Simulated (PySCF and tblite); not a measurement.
C3H9N, numbered as in [CH3:1][CH:2]([CH3:3])[NH2:4].

First level. Search: ETKDG and KDG, MMFF94s, GFN2-xTB, 60 starts; geometries at PBE0-D3(BJ)/def2-SVP. Free energies are PBE0-D3(BJ)/pcSseg-1 (IEF-PCM, chloroform) single points with GFN2-xTB rigid-rotor and vibrational terms (modes under about 100 cm⁻¹ blended into free rotors). Symmetry numbers and mirror images are counted. Conformers within 3 kcal/mol (GFN2-xTB free energy) were kept, 4 at most. GIAO shieldings: PBE0/pcSseg-1 (IEF-PCM, chloroform). Shifts are against TMS (¹H), TMS (¹³C), NH3 (¹⁵N) at the same level. Programs: PySCF with density fitting and tblite.

It gives, at 298.15 K, with 2 conformers (largest weight 61 %): ¹H: 2.83 (H2, 1H), 1.00 (H1/H3, 6H) ppm. ¹³C: 45.5 (C2), 27.9 (C1/C3) ppm. ¹⁵N: 57.9 (N4) ppm.

Second level: PBE0-D3(BJ)/def2-SVP geometries, energies wB97X/6-311G**, shieldings LC-wPBE/pcSseg-1, on up to 4 of the same conformers.

(1) How do the averaged shifts change?

H on N, O and S are left out: they exchange, and hydrogen bonds move them by several ppm. Unscaled ¹⁵N shifts at such levels can be off by tens of ppm; differences between conformers or isomers are more reliable. Shifts are unscaled: against experiment ¹³C can be off by 15 ppm or more and ¹H by 0.8 ppm.

Answers

(1) 
| signal | first | second | change (ppm) |
| --- | --- | --- | --- |
| H1/H3 | 1.00 | 0.99 | 0.00 |
| H2 | 2.83 | 2.64 | -0.19 |
| C1/C3 | 27.9 | 26.9 | -1.1 |
| C2 | 45.5 | 41.7 | -3.8 |
| N4 | 57.9 | 52.4 | -5.6 |

The largest weight becomes 56 %.


¹⁵N shifts are against a computed isolated NH3 molecule, about 20 ppm from the liquid.